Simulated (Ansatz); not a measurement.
# Al2O: the cost of one run

Method: def2-QZVPP, all electrons in the functionals, frozen cores in the correlation of double hybrids and RPA; program: Ansatz 0.2.0, Gaussian basis.

The runs, in order: wB97M-V, B2PLYP, at charge 0, triplet; charge 0, singlet; charge 0, quintet; charge 1, doublet; charge 1, quartet.

5 further runs of the same task are left out: 1 that didn't finish, 4 set aside as unsound or not needed.

### 1 What is computed

The geometry is a PBE0/def2-TZVP stationary point (not a proven minimum).

3 atoms, charge 0, spin multiplicity 3.

Atoms are counted from 1 here; the program's logs count them from 0.

Bond lengths: Al1–O2 1.699 Å, O2–Al3 1.699 Å. Angles: Al1–O2–Al3 180.0°.

Geometry (Å):

```xyz
3

Al    0.00000    0.00000    1.69910
O     0.00000    0.00000    0.00000
Al    0.00000    0.00000   -1.69910
```

No dispersion term is added; wB97M-V holds VV10 nonlocal correlation.

The geometry shown and the zero of energy belong to the point charge 0, triplet. The yardstick, UCCSD(T), and other wave-function levels (R restricted, U unrestricted, valence and pair active spaces) come from earlier runs.

### 2 wB97M-V, charge 0, triplet

Input file in.yaml:

```yaml
crystal:
  periodic: [false, false, false]
  atoms:
    - {symbol: Al, position_ang: [0.000000, 0.000000, 1.699100]}
    - {symbol: O, position_ang: [0.000000, 0.000000, 0.000000]}
    - {symbol: Al, position_ang: [0.000000, 0.000000, -1.699100]}
basis:
  gaussian: {orbitals: "def2-QZVPP.json"}
magnetization: {spin_polarized: true, initial_magnetization: 2}
hamiltonian: {xc: {name: wB97M-V}}
output: {orbitals: {seedname: orbitals}}
```

Run with:

```console
> ansatz run in.yaml --threads 1 --pin off --events-out ev --progress --plain --max-ram 2393MiB
```

What time and memory should one allow on 1 thread of Arm Neoverse V2, shared host?

About 1.8 min, with a peak of 0.81 GiB.
